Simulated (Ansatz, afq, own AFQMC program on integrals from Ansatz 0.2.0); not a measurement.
# Where AFQMC and coupled cluster stand for F⁺, singlet

A free F cation.

Basis aug-cc-pVDZ. Noble-gas cores (and the filled d shells of Ga–Kr and In–Xe) are frozen. Ansatz 0.2.0 and our own AFQMC program on the same integrals; the CISD trial comes from CCSD amplitudes, and released means the phaseless constraint is let go. Uncertainties: one standard error, sampling alone.

Determinant: RHF, the one that the program's search chose, which needn't be the lowest solution.

Full CI on the same integrals is exact in this basis and with this determinant's frozen core.

Cautions: another spin lies lower (by 2.75 eV); restricted determinant unstable towards unrestricted (UHF 3.07 eV lower, ⟨S²⟩ 1.01); strong correlation (T1 0.004, weight of the determinant 0.79, largest double 0.33); the released energies get too noisy after the second time (errors over twice the walk's own, or jumping), so no released level is given (meV from the phaseless value at times in 1/Eh: -17 ± 12 at 0.24, -15 ± 12 at 0.51, -21 ± 16 at 0.99, -32 ± 22 at 1.62, 15 ± 36 at 2.40), though the last usable value meets full CI within the noise; the determinant fills the p orbitals unequally in pairs, so it mixes two states of the atom (¹D and ¹S), and each level undoes that mixture to a different degree, while full CI gives the lower state; CCSDTQ on the UHF determinant differs (2.75 eV lower), perhaps since the unrestricted series falls towards higher spin.

- T1 diagnostic: 0.0037
- weight of the determinant in the CISD state: 0.793
- size of the correlated space: 6 electrons in 22 orbitals

Reference: full CI, correlation energy -4.869 eV. The cautions show a poor starting determinant, so the rows tell how each method copes with it here, and full CI is the sure value.

```json
{"level": "HF", "E − E(reference) (kJ/mol)": "469.8", "share of correlation (%)": "0.00"}
{"level": "MP2", "E − E(reference) (kJ/mol)": "148.4", "share of correlation (%)": "68.42"}
{"level": "CCSD", "E − E(reference) (kJ/mol)": "35.2", "share of correlation (%)": "92.51"}
{"level": "CCSD(T)", "E − E(reference) (kJ/mol)": "10.5", "share of correlation (%)": "97.76"}
{"level": "CCSDT", "E − E(reference) (kJ/mol)": "6.0", "share of correlation (%)": "98.72"}
{"level": "CCSDT(Q)", "E − E(reference) (kJ/mol)": "-0.3", "share of correlation (%)": "100.06"}
{"level": "CCSDTQ", "E − E(reference) (kJ/mol)": "0.0", "share of correlation (%)": "99.99"}
{"level": "ph-AFQMC/CISD", "E − E(reference) (kJ/mol)": "2.7 ± 0.8", "share of correlation (%)": "99.42"}
```

CCSDT and higher add their correlation energy to the determinant of the CCSD(T) run, since their own runs factorise the integrals more tightly (a shift of under 2 meV).
